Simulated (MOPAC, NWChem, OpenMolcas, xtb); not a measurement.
**C2H3B (BH2(CCH)): the dipole moment, rung by rung**

The species is C2H3B (6 atoms), meant as a singlet with charge 0. As SMILES, `[H]B([H])C#C`. The coordinates come from a GFN2-xTB relaxation.

Quantity: the dipole moment, in D. The values are calculated.

```json
{"level": "GFN2-xTB", "kind": "semi-empirical", "program": "xtb", "value (D)": "0.56", "CPU time": "under 2 s"}
{"level": "MNDO", "kind": "semi-empirical", "program": "MOPAC", "value (D)": "1.04", "CPU time": "under 2 s"}
{"level": "GFN1-xTB", "kind": "semi-empirical", "program": "xtb", "value (D)": "0.71", "CPU time": "under 2 s"}
{"level": "HF/STO-3G", "kind": "Hartree–Fock", "program": "OpenMolcas", "value (D)": "0.67", "CPU time": "1.6 s"}
{"level": "HF/3-21G", "kind": "Hartree–Fock", "program": "OpenMolcas", "value (D)": "0.95", "CPU time": "1.7 s"}
{"level": "HF/cc-pVDZ", "kind": "Hartree–Fock", "program": "OpenMolcas", "value (D)": "0.82", "CPU time": "2.7 s"}
{"level": "HF/def2-SVP", "kind": "Hartree–Fock", "program": "OpenMolcas", "value (D)": "0.83", "CPU time": "2.6 s"}
{"level": "HF/aug-pc-1 (Cholesky decomposition)", "kind": "Hartree–Fock", "program": "OpenMolcas", "value (D)": "0.77", "CPU time": "3.1 s"}
{"level": "B3LYP/6-31G* (spherical functions)", "kind": "global hybrid", "program": "OpenMolcas", "value (D)": "1.10", "CPU time": "11 s"}
{"level": "B98/6-311G", "kind": "global hybrid", "program": "NWChem", "value (D)": "1.01", "CPU time": "14 s"}
```

The values span 0.56 to 1.10 D. Magnitudes only: a small dipole may point the other way at some levels. Sets without polarisation functions give poor dipoles. Times are those of the runs behind each value, whatever else they computed, on shared processors of several kinds: orders of magnitude only.
